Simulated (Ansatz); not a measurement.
Fluorite CdF2, treated with r²SCAN-D4 (Ansatz, an electronic-structure program, plane waves, PAW).

Settings: plane-wave cutoff 560 eV, 12×12×12 k mesh, Fermi–Dirac smearing 0.01 eV, scalar-relativistic PAW data made under PBE.

The volume scan:

| V (Å³/atom) | E − E_lowest (meV/atom) |
|---|---|
| 12.169 | 18.90 |
| 12.428 | 8.07 |
| 12.687 | 1.93 |
| 12.946 | 0.00 |
| 13.205 | 1.80 |
| 13.464 | 6.93 |
| 13.723 | 15.01 |

What bulk modulus B0 and pressure derivative B′ does a third-order Birch–Murnaghan fit give?

V0 = 12.946 Å³/atom, B0 = 115 GPa, B′ = 4.8 (fit to the energies at full precision).
